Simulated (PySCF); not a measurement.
**What builds the first ionisation energy along group 14**

Calculated with PySCF 2.14 from differences of total energies of unrestricted determinants, without spin-orbit coupling. Each column adds one step, in eV (sums use unrounded values): valence MP2, valence CCSD, valence triples, then the next inner shell at CCSD(T) (C 1s, Ge 3s 3p 3d, Sn 4s 4p 4d, Pb 5s 5p 5d). References (NIST) marked * lie between the lowest fine-structure levels; the others compare directly ((s) semi-empirical, (t) theoretical).

```json
{"element": "C [He] 2s2 2p2 → [He] 2s2 2p1 (ANO-RCC-VTZP, spin-free X2C)", "UHF": "10.799", "+ MP2": "0.453", "+ CCSD": "-0.100", "+ (T)": "0.027", "+ inner shell": "0.017", "sum": "11.196", "reference": "11.262"}
{"element": "Ge [Ar] 3d10 4s2 4p2 → [Ar] 3d10 4s2 4p1 (ANO-RCC-VTZP, spin-free X2C)", "UHF": "7.404", "+ MP2": "0.264", "+ CCSD": "0.018", "+ (T)": "0.010", "+ inner shell": "0.031", "sum": "7.726", "reference": "7.925"}
{"element": "Sn [Kr] 4d10 5s2 5p2 → [Kr] 4d10 5s2 5p1 (ANO-RCC-VTZP, spin-free X2C)", "UHF": "6.863", "+ MP2": "0.279", "+ CCSD": "0.032", "+ (T)": "0.019", "+ inner shell": "0.056", "sum": "7.249", "reference": "7.389"}
{"element": "Pb [Xe] 4f14 5d10 6s2 6p2 → [Xe] 4f14 5d10 6s2 6p1 (ANO-RCC-VTZP, spin-free X2C)", "UHF": "6.583", "+ MP2": "0.257", "+ CCSD": "0.034", "+ (T)": "0.015", "+ inner shell": "0.107", "sum": "6.996", "reference": "7.417 *"}
```

What remains against the references is mostly basis incompleteness and, for starred values, spin-orbit coupling.

These are valence bases, so the inner-shell step is incomplete.
